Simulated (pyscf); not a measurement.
Elementary routes open to HO–B(F)–F + SiH₄ in the gas phase (singlet surface):
A. H₂O + F–B(F)–SiH₃ (B–O, H–Si broken; H–O, B–Si formed)
B. HO–SiH₃ + F–BH–F (B–O, H–Si broken; O–Si, B–H formed)
C. HO–BH–F + F–SiH₃ (B–F, H–Si broken; B–H, F–Si formed)

Optimised with ωB97X-D3(BJ)/def2-SVP in PySCF.

Q: Rank the routes by free-energy barrier at 298 K, lowest first, for ωB97M-D3(BJ)/def2-TZVP energies (ideal gas, 1 atm, RRHO with modes under 100 cm⁻¹ raised to 100, one conformer, R ln 2 for chiral ones without a mode under 150 cm⁻¹).

A: B (1.59 eV), C (1.87 eV), A (2.98 eV)

Route B is the fastest of these, ahead of the next by 0.28 eV. The most stable products are those of C (ΔG = +0.14 eV), whose barrier is 0.28 eV higher: the kinetic and the thermodynamic product differ. At 1200 K B is still the fastest. A: On the product side the descent ends in a complex, 0.24 eV under the separated species and 1.19 eV under the saddle at ωB97X-D3(BJ)/def2-TZVP. B: On the product side the descent ends in an adduct with a B–O contact, 0.26 eV under the separated species and 0.80 eV under the saddle at ωB97X-D3(BJ)/def2-TZVP. Only these routes are compared; each barrier is that of the saddle found, and lower ones may exist.
